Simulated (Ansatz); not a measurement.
Al2H, doublet: the ladder up to full CI

Geometry: that of the Al2H, quartet, kept fixed.

```yaml
atoms:
  - { symbol: Al, position_ang: [0.0000, 0.0000, 0.2591] }
  - { symbol: Al, position_ang: [0.0000, 0.0000, -2.1014] }
  - { symbol: H, position_ang: [0.0000, 0.0000, 1.8423] }
```

Basis 6-31G; Ansatz 0.2.0. Only valence electrons are correlated (noble-gas cores frozen), which leaves 7 electrons in 18 orbitals. Prefix R: restricted or restricted open-shell reference; prefix U: unrestricted. Active spaces: valence = (7e, 9o) chosen from the atoms' valence shells.

Full CI is exact within this basis and frozen core; it isn't the basis-set limit. The frozen core follows each run's orbitals, which can shift R against U totals by a few meV.

HF rows are the lowest solutions found. Coupled cluster chose its determinant by trial CCSD, here up to 0.15 eV above the lowest Hartree–Fock solution of its kind, and MP2 stands on that determinant too. For open shells CISD and CISDTQ are restricted-active-space CI with the open shells as a complete middle space.

```
UHF ⟨S²⟩                            : 1.335
⟨S²⟩ of the determinant under UCCSD : 0.761
T1 diagnostic (RCCSD)               : 0.0223
largest doubles amplitude (RCCSD)   : 0.098
T1 diagnostic (UCCSD)               : 0.0221
```

```csv
level,E − E(RHF) (eV)
RMP2,-1.4293
UMP2,-1.4314
RCCSD,-2.1376
UCCSD,-2.1378
RCCSD(T),-2.1864
UCCSD(T),-2.1863
```

Problem. Estimate how far full CI in 6-31G lies from RCCSD(T). The table doesn't fix it; the size of (T) and the diagnostics are the guide.

Solution. Full CI in 6-31G lies 2.7 kJ/mol below RCCSD(T), which is 58 % of the (T) step (-4.7 kJ/mol). The diagnostics give no warning, yet the rest is a sizeable part of (T).

The other levels:

| level | E − E(full CI) (kJ/mol) | share of correlation (%) | wall time |
| --- | --- | --- | --- |
| CISD | 18.4 | 91.40 | 0.72 s |
| BCCD(T) | 2.7 | 98.74 | 1.6 s |
| RCCSDT | 0.5 | 99.78 | – |
| UCCSDT | 0.5 | 99.78 | – |
| CISDTQ | 0.6 | 99.73 | 3 s |
| RCCSDT(Q) | 0.1 | 99.94 | 3.5 s |
| UCCSDT(Q) | 0.1 | 99.94 | 5.5 s |
| RCCSDTQ | 0.0 | 99.99 | 17 s |
| UCCSDTQ | 0.0 | 99.99 | 18 s |
| CASSCF (valence space) | 50.4 | 76.42 | – |
| NEVPT2 (valence space) | 16.8 | 92.15 | 3.2 s |
| MRCISD (valence space) | 1.4 | 99.33 | – |
| MRCISD+Q (valence space) | 0.4 | 99.82 | 4.5 s |

The correlation energy at full CI, counted from RHF, is -2.215 eV. That run took 9.5 s on 1 thread of Arm Neoverse V1, shared host over 624,320 determinants.

Run but not shown, since their state or frozen core can't be matched to the reference's or they repeat it: UHF.

Times hold each run's SCF and search for its determinant on a shared host, so for small cases they say little of a method's own cost; they ran on 1 thread of Arm Neoverse V1.

The full-CI state has the irrep B1 of C2v, in the program's axes (one component, if the state is degenerate).

Natural occupations of full CI about the gap: 1.961 1.946 1.860 0.986 0.076 0.056 0.046 0.023 0.016 0.008; effectively unpaired electrons, Σ n²(2−n)², 1.13.
